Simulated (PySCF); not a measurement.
C2H3, SMILES [CH]=C, multiplicity 2. Atoms are numbered in the order given.

```xyz
5

C      0.1434     0.7043     0.0000
C     -0.0298    -0.5856     0.0000
H     -0.4608     1.5994     0.0000
H     -1.0274    -1.0310     0.0000
H      0.8063    -1.2809     0.0000
```
Charge 0, spin multiplicity 2.

Coordinates come from a PBE0-D3(BJ)/def2-TZVP optimisation. The isomer is the one that the SMILES or the coordinates give; other isomers of the formula were not compared.

Method: PySCF with r2SCAN/def2-TZVPD.

Mulliken values depend strongly on the basis, most of all with diffuse functions as here. Atomic charges (e):

| atom | Mulliken | meta-Löwdin | Mulliken spin |
|---|---|---|---|
| C1 | -0.18 | -0.14 | 1.13 |
| C2 | -0.40 | -0.27 | -0.31 |
| H3 | 0.18 | 0.14 | 0.03 |
| H4 | 0.19 | 0.13 | 0.10 |
| H5 | 0.21 | 0.14 | 0.05 |
